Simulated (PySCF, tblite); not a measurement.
# CH₃F: metal-cation adducts, part 1 of 2

What do calculations give for the metal-cation adducts of CH₃F (`CF`)?

Programs: tblite 0.8.0 and PySCF 2.14.0, with routines of our own; each step states its level. All values are computed. Atoms count from 0.

## Step 1: The starting structure

5 atoms, charge 0, multiplicity 1; geometry from: start built from the parent or by distance geometry.

## Step 2: Geometry optimisation with GFN2-xTB

The job: settings as JSON, then the geometry in Å.

```
{"job": {"kind": "relax", "xc": "GFN2-xTB", "basis": "xTB"}, "charge": 0, "multiplicity": 1}
C     -0.044800    -0.003800    -0.024800
F      1.296700    -0.156500    -0.130200
H     -0.316000    -0.176800     1.049800
H     -0.285700     1.068400    -0.321200
H     -0.633000    -0.725600    -0.608100
```

On the command line:

```
OMP_NUM_THREADS=1 python redox_run.py task.json out
```

The driver reads the jobs from task.json and runs them one after another.

Log:

```text
step      E/eV     max force
  0    -228.30987    1.652
  1    -228.36415    0.607
  2    -228.38106    0.375
  3    -228.38720    0.295
  4    -228.39222    0.181
  5    -228.39412    0.140
  6    -228.39483    0.048
  7    -228.39493    0.036
  8    -228.39500    0.025
  9    -228.39504    0.017
 10    -228.39505    0.007
```

Wall time 0.03 s (1 thread of Arm Neoverse V1, shared host).

Along the way:

| step | energy from step 0 (eV) | largest force (eV/Å) |
| --- | --- | --- |
| 0 | 0.0000 | 1.6516 |
| 1 | -0.0543 | 0.6073 |
| 2 | -0.0712 | 0.3750 |
| 3 | -0.0773 | 0.2953 |
| 4 | -0.0824 | 0.1813 |
| 5 | -0.0842 | 0.1402 |
| 6 | -0.0850 | 0.0483 |
| 7 | -0.0851 | 0.0356 |
| 8 | -0.0851 | 0.0252 |
| 9 | -0.0852 | 0.0175 |
| 10 | -0.0852 | 0.0071 |

Close pairs (by a distance rule), those that changed most:

| bond | before (Å) | after (Å) | change (Å) |
| --- | --- | --- | --- |
| C0–H3 | 1.138 | 1.091 | -0.048 |
| C0–H2 | 1.122 | 1.091 | -0.031 |
| C0–F1 | 1.354 | 1.364 | +0.010 |
| C0–H4 | 1.099 | 1.091 | -0.008 |

The final coordinates are the input of the step that follows.

## Step 3: Infrared spectrum with GFN2-xTB

The job: settings as JSON, then the geometry in Å.

```
{"job": {"kind": "ir", "xc": "GFN2-xTB", "basis": "xTB"}, "charge": 0, "multiplicity": 1}
C     -0.065268     0.011107     0.000930
F      1.276653    -0.182344    -0.151124
H     -0.312643    -0.145413     1.051485
H     -0.296627     1.032212    -0.304243
H     -0.584871    -0.709857    -0.631419
```

Log:

```text
mode    cm-1     km/mol
  1    1059.6     78.05
  2    1132.7      1.98
  3    1132.8      1.99
  4    1386.8      0.09
  5    1448.5      5.94
  6    1448.7      5.92
  7    2999.1     22.88
  8    3005.3     21.76
  9    3006.3     21.76
ZPE 99.409  H(298)-E 109.569  G(298)-E 43.192 kJ/mol  S 222.63 J/(mol K)
```

It took 0.08 s on 1 thread of Arm Neoverse V1, shared host.

The strongest bands and the atoms that carry them (share of the mass-weighted mode):

| cm⁻¹ | km/mol | atoms |
| --- | --- | --- |
| 1060 | 78.0 | C0 50 %, F1 44 % |
| 1133 | 2.0 | H3 46 %, C0 18 %, H2 16 %, H4 16 % |
| 1133 | 2.0 | H4 36 %, H2 36 %, C0 18 % |
| 1448 | 5.9 | H3 46 %, H2 37 %, H4 13 % |
| 1449 | 5.9 | H4 51 %, H2 26 %, H3 18 % |
| 2999 | 22.9 | H4 43 %, H2 28 %, H3 27 % |
| 3005 | 21.8 | H4 50 %, H2 24 %, H3 17 % |
| 3006 | 21.8 | H3 49 %, H2 42 % |

## Step 4: Optimising the geometry at PBE0-D3(BJ)/def2-SVP

The job: settings as JSON, then the geometry in Å.

```
{"job": {"xc": "PBE0", "basis": "def2-SVP", "d3": "d3bj", "grid": 1, "kind": "geom"}, "charge": 0, "multiplicity": 1}
C     -0.065268     0.011107     0.000930
F      1.276653    -0.182344    -0.151124
H     -0.312643    -0.145413     1.051485
H     -0.296627     1.032212    -0.304243
H     -0.584871    -0.709857    -0.631419
```

Log:

```text
step   0  E = -139.48339821  max force = 0.015124
step   1  E = -139.48421052  max force = 0.001483
step   2  E = -139.48421729  max force = 0.000078
optimisation converged
```

It took 1.4 s on 1 thread of Arm Neoverse V1, shared host.

The steps of the relaxation:

| step | energy from step 0 (eV) | largest force component (eV/Å) |
| --- | --- | --- |
| 0 | 0.0000 | 0.7777 |
| 1 | -0.0221 | 0.0763 |
| 2 | -0.0223 | 0.0040 |

Close pairs (by a distance rule), those that changed most:

| bond | before (Å) | after (Å) | change (Å) |
| --- | --- | --- | --- |
| C0–H3 | 1.091 | 1.103 | +0.012 |
| C0–H2 | 1.091 | 1.103 | +0.012 |
| C0–H4 | 1.091 | 1.103 | +0.012 |
| C0–F1 | 1.364 | 1.363 | -0.001 |

The next job starts from the end point, and lists it.

| at the end point | value |
| --- | --- |
| point group (found at 0.08 Å tolerance) | C3v |
| rotational constants (GHz, main isotopes) | 155.7, 26.121, 26.121 |
| dipole moment (D) | 1.74 |

## Step 5: Harmonic vibrations (CH3F): PBE0-D3(BJ)/def2-SVP

The job: settings as JSON, then the geometry in Å.

```
{"job": {"xc": "PBE0", "basis": "def2-SVP", "d3": "d3bj", "grid": 2, "kind": "hessian"}, "charge": 0, "multiplicity": 1}
C     -0.041434     0.007445    -0.001162
F      1.300098    -0.174092    -0.162074
H     -0.319931    -0.146490     1.054752
H     -0.322244     1.031524    -0.298881
H     -0.597693    -0.711297    -0.625802
```

Log:

```text
coarse grid: 4032 points
cycle   1  E = -139.4353058382  dE =  1.553e-03  |g| = 4.253e-01  |ddm| = 1.906e+00
cycle   2  E = -139.4151842290  dE =  2.012e-02  |g| = 5.647e-01  |ddm| = 6.611e-01
cycle   3  E = -139.4651781096  dE = -4.999e-02  |g| = 2.900e-02  |ddm| = 3.704e-01
cycle   4  E = -139.4653260689  dE = -1.480e-04  |g| = 1.018e-02  |ddm| = 2.584e-02
cycle   5  E = -139.4653510401  dE = -2.497e-05  |g| = 2.538e-03  |ddm| = 1.035e-02
cycle   6  E = -139.4653524209  dE = -1.381e-06  |g| = 8.661e-05  |ddm| = 2.017e-03
final grid: 38928 points
cycle   7  E = -139.4841724687  dE = -8.962e-06  |g| = 5.382e-03  |ddm| = 9.762e-03
cycle   8  E = -139.4841695796  dE =  2.889e-06  |g| = 6.822e-03  |ddm| = 8.086e-03
cycle   9  E = -139.4841787118  dE = -9.132e-06  |g| = 5.430e-04  |ddm| = 4.379e-03
cycle  10  E = -139.4841787677  dE = -5.589e-08  |g| = 7.865e-05  |ddm| = 4.799e-04
cycle  11  E = -139.4841787688  dE = -1.033e-09  |g| = 7.045e-06  |ddm| = 4.818e-05
cycle  12  E = -139.4841787688  dE = -8.811e-12  |g| = 6.269e-07  |ddm| = 6.248e-06
converged SCF energy = -139.4841787688

mode    cm-1
  1    1141.3
  2    1200.5
  3    1200.7
  4    1469.1
  5    1469.1
  6    1493.6
  7    3036.7
  8    3136.6
  9    3136.8
ZPE 103.384  H(298)-E 113.486  G(298)-E 47.152 kJ/mol  S 222.49 J/(mol K)
```

Wall time 6.4 s (1 thread of Arm Neoverse V1, shared host).

Zero-point energy 103.38 kJ/mol (xTB gave 99.41).

## Step 6: Single point (CH₃F): PBE0-D3(BJ)/def2-TZVP

Geometry: PBE0-D3(BJ)/def2-SVP.

The job: settings as JSON, then the geometry in Å.

```
{"job": {"kind": "sp", "xc": "PBE0", "basis": "def2-TZVP", "d3": "d3bj", "grid": 2}, "charge": 0, "multiplicity": 1}
C     -0.041434     0.007445    -0.001162
F      1.300098    -0.174092    -0.162074
H     -0.319931    -0.146490     1.054752
H     -0.322244     1.031524    -0.298881
H     -0.597693    -0.711297    -0.625802
```

Log:

```text
coarse grid: 4032 points
cycle   1  E = -139.6265635753  dE =  1.009e-02  |g| = 4.109e-01  |ddm| = 1.357e+00
cycle   2  E = -139.6015379547  dE =  2.503e-02  |g| = 5.999e-01  |ddm| = 5.242e-01
cycle   3  E = -139.6529107148  dE = -5.137e-02  |g| = 3.061e-02  |ddm| = 2.973e-01
cycle   4  E = -139.6530480034  dE = -1.373e-04  |g| = 1.093e-02  |ddm| = 1.926e-02
cycle   5  E = -139.6530731206  dE = -2.512e-05  |g| = 3.398e-03  |ddm| = 7.683e-03
cycle   6  E = -139.6530755040  dE = -2.383e-06  |g| = 1.918e-04  |ddm| = 2.141e-03
final grid: 38928 points
cycle   7  E = -139.6545125574  dE = -2.787e-05  |g| = 4.944e-03  |ddm| = 1.901e-02
cycle   8  E = -139.6545108637  dE =  1.694e-06  |g| = 5.925e-03  |ddm| = 5.209e-03
cycle   9  E = -139.6545177160  dE = -6.852e-06  |g| = 7.379e-04  |ddm| = 2.790e-03
cycle  10  E = -139.6545177909  dE = -7.493e-08  |g| = 1.817e-04  |ddm| = 4.649e-04
cycle  11  E = -139.6545177960  dE = -5.076e-09  |g| = 1.608e-05  |ddm| = 9.212e-05
converged SCF energy = -139.6545177960
```

Run time: 0.76 s. Hardware: 1 thread of Arm Neoverse V1, shared host.

## Step 7: Optimising the geometry with GFN2-xTB

This step treats CH3CsF+, `CF.[Cs+]`.

The job: settings as JSON, then the geometry in Å.

```
{"job": {"kind": "relax", "xc": "GFN2-xTB", "basis": "xTB"}, "charge": 1, "multiplicity": 1}
C     -0.025200     0.001300    -0.006400
F      1.289400    -0.165400    -0.185100
H     -0.302500    -0.154100     1.057900
H     -0.324700     1.046100    -0.319500
H     -0.600900    -0.715100    -0.614500
Cs     4.339900    -0.960400    -0.427600
```

Log:

```text
step      E/eV     max force
  0    -223.76788    2.850
  1    -223.85753    0.242
  2    -223.85999    0.153
  3    -223.86266    0.131
  4    -223.86386    0.130
  5    -223.86519    0.147
  6    -223.86632    0.152
  7    -223.86807    0.153
  8    -223.87119    0.260
  9    -223.87767    0.389
 10    -223.88769    0.468
 11    -223.89869    0.474
 12    -223.91032    0.331
 13    -223.91516    0.254
 14    -223.91765    0.214
 15    -223.92130    0.124
 16    -223.92177    0.057
 17    -223.92184    0.015
 18    -223.92185    0.011
 19    -223.92186    0.009
```

Wall time 0.06 s (1 thread of Arm Neoverse V1, shared host).

Step by step:

| step | energy from step 0 (eV) | largest force (eV/Å) |
| --- | --- | --- |
| 0 | 0.0000 | 2.8500 |
| 1 | -0.0897 | 0.2422 |
| 2 | -0.0921 | 0.1535 |
| 3 | -0.0948 | 0.1313 |
| 4 | -0.0960 | 0.1303 |
| 5 | -0.0973 | 0.1474 |
| 6 | -0.0984 | 0.1519 |
| 7 | -0.1002 | 0.1529 |
| 8 | -0.1033 | 0.2595 |
| 9 | -0.1098 | 0.3891 |
| 10 | -0.1198 | 0.4683 |
| 11 | -0.1308 | 0.4743 |
| 12 | -0.1424 | 0.3308 |
| 13 | -0.1473 | 0.2545 |
| 14 | -0.1498 | 0.2141 |
| 15 | -0.1534 | 0.1243 |
| 16 | -0.1539 | 0.0571 |
| 17 | -0.1540 | 0.0146 |
| 18 | -0.1540 | 0.0112 |
| 19 | -0.1540 | 0.0094 |

Distances of close pairs at the start and the end, largest changes first:

| bond | before (Å) | after (Å) | change (Å) |
| --- | --- | --- | --- |
| F1–Cs5 | 3.162 | 2.538 | -0.624 |
| C0–F1 | 1.337 | 1.400 | +0.063 |
| C0–H3 | 1.131 | 1.089 | -0.042 |
| C0–H2 | 1.111 | 1.089 | -0.021 |
| C0–H4 | 1.102 | 1.089 | -0.013 |

The next job starts from the end point, and lists it.

## Step 8: Vibrational analysis with GFN2-xTB

The job: settings as JSON, then the geometry in Å.

```
{"job": {"kind": "ir", "xc": "GFN2-xTB", "basis": "xTB"}, "charge": 1, "multiplicity": 1}
C      0.022552    -0.011308    -0.010321
F      1.393083    -0.246110    -0.171109
H     -0.212317    -0.153157     1.043851
H     -0.174949     1.011728    -0.326904
H     -0.507515    -0.728651    -0.635493
Cs     3.855075    -0.820060    -0.395205
```

Log:

```text
mode    cm-1     km/mol
  1      55.6     15.13
  2      56.6     15.12
  3      85.1      0.67
  4     973.2    105.26
  5    1104.5      1.34
  6    1105.5      1.42
  7    1373.0      5.40
  8    1416.5     22.66
  9    1418.1     23.18
 10    3001.1      2.77
 11    3017.3      2.97
 12    3020.4      2.42
ZPE 99.452  H(298)-E 115.983  G(298)-E 21.207 kJ/mol  S 317.88 J/(mol K)
```

Run time: 0.1 s. Hardware: 1 thread of Arm Neoverse V1, shared host.

Which atoms move in the most intense modes:

| cm⁻¹ | km/mol | atoms |
| --- | --- | --- |
| 56 | 15.1 | F1 61 %, C0 18 % |
| 57 | 15.1 | F1 61 %, C0 18 % |
| 973 | 105.3 | C0 51 %, F1 44 % |
| 1373 | 5.4 | H2 29 %, H4 29 %, H3 29 %, C0 12 % |
| 1416 | 22.7 | H2 47 %, H4 36 %, H3 13 % |
| 1418 | 23.2 | H3 51 %, H4 27 %, H2 17 % |
| 3001 | 2.8 | H2 40 %, H4 36 %, H3 23 % |
| 3017 | 3.0 | H4 46 %, H2 45 % |

## Step 9: Geometry optimisation at PBE0-D3(BJ)/def2-SVP

This step treats CH₃CsF+, `CF.[Cs+]`.

The job, as its differences from that of step 8:

```diff
@@ -1,2 +1,2 @@
-{"job": {"kind": "ir", "xc": "GFN2-xTB", "basis": "xTB"}, "charge": 1, "multiplicity": 1}
+{"job": {"xc": "PBE0", "basis": "def2-SVP", "d3": "d3bj", "grid": 1, "kind": "geom"}, "charge": 1, "multiplicity": 1}
 C      0.022552    -0.011308    -0.010321
```

Log:

```text
step   0  E = -159.50053599  max force = 0.019114
step   1  E = -159.50527355  max force = 0.005443
step   2  E = -159.50532926  max force = 0.000643
step   3  E = -159.50532484  max force = 0.000522
step   4  E = -159.50531247  max force = 0.000058
step   5  E = -159.50531972  max force = 0.000066
step   6  E = -159.50532292  max force = 0.000095
optimisation converged
```

It took 9.5 s on 1 thread of Arm Neoverse V1, shared host.

Step by step:

| step | energy from step 0 (eV) | largest force component (eV/Å) |
| --- | --- | --- |
| 0 | 0.0000 | 0.9829 |
| 1 | -0.1289 | 0.2799 |
| 2 | -0.1304 | 0.0331 |
| 3 | -0.1303 | 0.0268 |
| 4 | -0.1300 | 0.0030 |
| 5 | -0.1302 | 0.0034 |
| 6 | -0.1303 | 0.0049 |

Distances of close pairs at the start and the end, largest changes first:

| bond | before (Å) | after (Å) | change (Å) |
| --- | --- | --- | --- |
| F1–Cs5 | 2.538 | 2.828 | +0.290 |
| C0–H4 | 1.089 | 1.098 | +0.009 |
| C0–H2 | 1.089 | 1.098 | +0.009 |
| C0–H3 | 1.089 | 1.098 | +0.009 |
| C0–F1 | 1.400 | 1.399 | -0.000 |

The final coordinates are the input of the step that follows.

| at the end point | value |
| --- | --- |
| rotational constants (GHz, main isotopes) | 147.8, 1.458, 1.457 |

## Step 10: Harmonic vibrations (CH3CsF+): PBE0-D3(BJ)/def2-SVP

The job: settings as JSON, then the geometry in Å.

```
{"job": {"xc": "PBE0", "basis": "def2-SVP", "d3": "d3bj", "grid": 2, "kind": "hessian"}, "charge": 1, "multiplicity": 1}
C     -0.016081    -0.019732    -0.005380
F      1.365142    -0.176585    -0.165309
H     -0.265361    -0.177378     1.052544
H     -0.289111     0.997542    -0.315305
H     -0.527255    -0.761499    -0.633767
Cs     4.107669    -0.812466    -0.429797
```

Log:

```text
coarse grid: 26760 points
cycle   1  E = -159.4629213437  dE = -3.145e+00  |g| = 4.655e-01  |ddm| = 2.550e+00
cycle   2  E = -159.4454955188  dE =  1.743e-02  |g| = 6.083e-01  |ddm| = 8.454e-01
cycle   3  E = -159.5048551343  dE = -5.936e-02  |g| = 4.920e-02  |ddm| = 3.826e-01
cycle   4  E = -159.5053178300  dE = -4.627e-04  |g| = 4.492e-03  |ddm| = 5.977e-02
cycle   5  E = -159.5053216918  dE = -3.862e-06  |g| = 2.186e-03  |ddm| = 5.516e-03
final grid: 54344 points
cycle   6  E = -159.5050994910  dE = -1.080e-06  |g| = 2.121e-03  |ddm| = 3.869e-03
cycle   7  E = -159.5050995107  dE = -1.975e-08  |g| = 2.113e-03  |ddm| = 3.419e-03
cycle   8  E = -159.5051006012  dE = -1.091e-06  |g| = 1.858e-04  |ddm| = 1.689e-03
cycle   9  E = -159.5051006066  dE = -5.431e-09  |g| = 1.696e-05  |ddm| = 1.145e-04
cycle  10  E = -159.5051006067  dE = -4.681e-11  |g| = 1.542e-06  |ddm| = 1.364e-05
converged SCF energy = -159.5051006067

mode    cm-1
  1      63.4
  2      64.9
  3     132.3
  4    1041.1
  5    1186.6
  6    1186.8
  7    1464.2
  8    1465.5
  9    1479.0
 10    3081.0
 11    3205.3
 12    3208.7
ZPE 105.144  H(298)-E 121.280  G(298)-E 26.924 kJ/mol  S 316.47 J/(mol K)
```

It took 23 s on 1 thread of Arm Neoverse V1, shared host; peak memory 0.93 GiB.

Zero-point energy 105.14 kJ/mol (xTB gave 99.45).

## Step 11: Single point (CH3CsF+): PBE0-D3(BJ)/def2-TZVP

Geometry: PBE0-D3(BJ)/def2-SVP.

The job: settings as JSON, then the geometry in Å.

```
{"job": {"kind": "sp", "xc": "PBE0", "basis": "def2-TZVP", "d3": "d3bj", "grid": 2}, "charge": 1, "multiplicity": 1}
C     -0.016081    -0.019732    -0.005380
F      1.365142    -0.176585    -0.165309
H     -0.265361    -0.177378     1.052544
H     -0.289111     0.997542    -0.315305
H     -0.527255    -0.761499    -0.633767
Cs     4.107669    -0.812466    -0.429797
```

Log:

```text
coarse grid: 26760 points
cycle   1  E = -159.6273786007  dE = -3.136e+00  |g| = 4.871e-01  |ddm| = 2.197e+00
cycle   2  E = -159.5997182929  dE =  2.766e-02  |g| = 6.964e-01  |ddm| = 7.985e-01
cycle   3  E = -159.6705126364  dE = -7.079e-02  |g| = 5.210e-02  |ddm| = 3.206e-01
cycle   4  E = -159.6709801293  dE = -4.675e-04  |g| = 6.655e-03  |ddm| = 6.225e-02
cycle   5  E = -159.6709880883  dE = -7.959e-06  |g| = 2.480e-03  |ddm| = 6.227e-03
final grid: 54344 points
cycle   6  E = -159.6708670958  dE = -6.466e-06  |g| = 2.299e-03  |ddm| = 4.485e-03
cycle   7  E = -159.6708672333  dE = -1.375e-07  |g| = 2.218e-03  |ddm| = 2.940e-03
cycle   8  E = -159.6708684424  dE = -1.209e-06  |g| = 1.483e-04  |ddm| = 1.361e-03
cycle   9  E = -159.6708684469  dE = -4.417e-09  |g| = 6.958e-05  |ddm| = 1.390e-04
converged SCF energy = -159.6708684469
```

It took 1.7 s on 1 thread of Arm Neoverse V1, shared host.

## Step 12: Single point (Cs+): PBE0-D3(BJ)/def2-TZVP

Geometry: atom.

The job: settings as JSON, then the geometry in Å.

```
{"job": {"kind": "sp", "xc": "PBE0", "basis": "def2-TZVP", "d3": "d3bj", "grid": 2}, "charge": 1, "multiplicity": 1}
Cs     0.000000     0.000000     0.000000
```

Log:

```text
coarse grid: 8864 points
cycle   1  E = -19.9875010443  dE = -3.146e+00  |g| = 1.536e-01  |ddm| = 1.743e+00
cycle   2  E = -19.9961963651  dE = -8.695e-03  |g| = 3.318e-02  |ddm| = 5.303e-01
cycle   3  E = -19.9966398314  dE = -4.435e-04  |g| = 1.310e-03  |ddm| = 1.065e-01
cycle   4  E = -19.9966406250  dE = -7.936e-07  |g| = 1.854e-05  |ddm| = 3.759e-03
final grid: 15416 points
cycle   5  E = -19.9966406402  dE = -1.083e-10  |g| = 2.652e-06  |ddm| = 8.880e-05
converged SCF energy = -19.9966406402
```

It took 0.12 s on 1 thread of Arm Neoverse V1, shared host.

## Step 13: Optimising the geometry with GFN2-xTB

This step treats CH₃CuF+, `CF.[Cu+]`.

The job: settings as JSON, then the geometry in Å.

```
{"job": {"kind": "relax", "xc": "GFN2-xTB", "basis": "xTB"}, "charge": 1, "multiplicity": 1}
C     -0.025200     0.001300    -0.006400
F      1.289400    -0.165400    -0.185100
H     -0.302500    -0.154100     1.057900
H     -0.324700     1.046100    -0.319500
H     -0.600900    -0.715100    -0.614500
Cu     3.204700    -0.668400    -0.332100
```

Log:

```text
step      E/eV     max force
  0    -321.67899    3.706
  1    -321.82372    0.270
  2    -321.82613    0.161
  3    -321.82918    0.106
  4    -321.82976    0.064
  5    -321.82994    0.036
  6    -321.83002    0.034
  7    -321.83011    0.033
  8    -321.83017    0.021
  9    -321.83019    0.011
 10    -321.83020    0.006
```

It took 0.03 s on 1 thread of Arm Neoverse V1, shared host.

Step by step:

| step | energy from step 0 (eV) | largest force (eV/Å) |
| --- | --- | --- |
| 0 | 0.0000 | 3.7064 |
| 1 | -0.1447 | 0.2696 |
| 2 | -0.1471 | 0.1612 |
| 3 | -0.1502 | 0.1058 |
| 4 | -0.1508 | 0.0642 |
| 5 | -0.1510 | 0.0363 |
| 6 | -0.1510 | 0.0344 |
| 7 | -0.1511 | 0.0333 |
| 8 | -0.1512 | 0.0214 |
| 9 | -0.1512 | 0.0112 |
| 10 | -0.1512 | 0.0062 |

Close pairs (by a distance rule), those that changed most:

| bond | before (Å) | after (Å) | change (Å) |
| --- | --- | --- | --- |
| C0–F1 | 1.337 | 1.425 | +0.088 |
| C0–H3 | 1.131 | 1.088 | -0.044 |
| C0–H2 | 1.111 | 1.087 | -0.023 |
| C0–H4 | 1.102 | 1.088 | -0.014 |
| F1–Cu5 | 1.986 | 1.986 | -0.000 |

The next job starts from the end point, and lists it.

## Step 14: Harmonic vibrations with GFN2-xTB

The job: settings as JSON, then the geometry in Å.

```
{"job": {"kind": "ir", "xc": "GFN2-xTB", "basis": "xTB"}, "charge": 1, "multiplicity": 1}
C     -0.090558     0.015356    -0.000556
F      1.309968    -0.170028    -0.187739
H     -0.292108    -0.141995     1.056404
H     -0.318588     1.033242    -0.308184
H     -0.593195    -0.719119    -0.625581
Cu     3.225234    -0.673092    -0.333973
```

Log:

```text
mode    cm-1     km/mol
  1      31.2     14.48
  2      31.6     14.25
  3     241.7     14.93
  4     910.3    170.67
  5    1086.5      1.53
  6    1087.2      1.61
  7    1346.1     17.00
  8    1391.0     27.55
  9    1393.1     30.13
 10    3024.6      0.19
 11    3047.2      4.10
 12    3047.8      3.28
ZPE 99.519  H(298)-E 115.674  G(298)-E 24.741 kJ/mol  S 304.99 J/(mol K)
```

It took 0.1 s on 1 thread of Arm Neoverse V1, shared host.

The strongest bands and the atoms that carry them (share of the mass-weighted mode):

| cm⁻¹ | km/mol | atoms |
| --- | --- | --- |
| 31 | 14.5 | F1 62 %, C0 15 % |
| 32 | 14.2 | F1 62 %, C0 15 % |
| 242 | 14.9 | F1 35 %, Cu5 35 %, C0 24 % |
| 910 | 170.7 | C0 51 %, F1 45 % |
| 1346 | 17.0 | H4 30 %, H2 29 %, H3 29 %, C0 11 % |
| 1391 | 27.6 | H4 45 %, H2 38 %, H3 11 % |
| 1393 | 30.1 | H3 52 %, H2 25 %, H4 18 % |
| 3047 | 4.1 | H3 55 %, H4 34 % |

## Step 15: Relaxing the molecule at PBE0-D3(BJ)/def2-SVP

This step treats CH3CuF+, `CF.[Cu+]`.

The job, as its differences from that of step 14:

```diff
@@ -1,2 +1,2 @@
-{"job": {"kind": "ir", "xc": "GFN2-xTB", "basis": "xTB"}, "charge": 1, "multiplicity": 1}
+{"job": {"xc": "PBE0", "basis": "def2-SVP", "d3": "d3bj", "grid": 1, "kind": "geom"}, "charge": 1, "multiplicity": 1}
 C     -0.090558     0.015356    -0.000556
```

Log:

```text
step   0  E = -1779.25664433  max force = 0.007042
step   1  E = -1779.25736428  max force = 0.002012
step   2  E = -1779.25738937  max force = 0.001179
step   3  E = -1779.25742932  max force = 0.000908
step   4  E = -1779.25748794  max force = 0.001875
step   5  E = -1779.25758290  max force = 0.002415
step   6  E = -1779.25745909  max force = 0.003696
step   7  E = -1779.25767018  max force = 0.001874
step   8  E = -1779.25770639  max force = 0.000772
step   9  E = -1779.25771073  max force = 0.000498
step  10  E = -1779.25771007  max force = 0.000252
optimisation converged
```

It took 18 s on 1 thread of Arm Neoverse V1, shared host.

Relaxation path: (the energy doesn't fall at every step)

| step | energy from step 0 (eV) | largest force component (eV/Å) |
| --- | --- | --- |
| 0 | 0.0000 | 0.3621 |
| 1 | -0.0196 | 0.1035 |
| 2 | -0.0203 | 0.0606 |
| 3 | -0.0214 | 0.0467 |
| 4 | -0.0230 | 0.0964 |
| 5 | -0.0255 | 0.1242 |
| 6 | -0.0222 | 0.1901 |
| 7 | -0.0279 | 0.0964 |
| 8 | -0.0289 | 0.0397 |
| 9 | -0.0290 | 0.0256 |
| 10 | -0.0290 | 0.0130 |

Close pairs (by a distance rule), those that changed most:

| bond | before (Å) | after (Å) | change (Å) |
| --- | --- | --- | --- |
| F1–Cu5 | 1.986 | 1.964 | -0.022 |
| C0–H2 | 1.087 | 1.097 | +0.009 |
| C0–H4 | 1.088 | 1.096 | +0.009 |
| C0–H3 | 1.088 | 1.096 | +0.008 |
| C0–F1 | 1.425 | 1.432 | +0.007 |

The final coordinates are the input of the step that follows.

| at the end point | value |
| --- | --- |
| rotational constants (GHz, main isotopes) | 72.717, 3.216, 3.144 |

(Continued in part 2 of 2.)
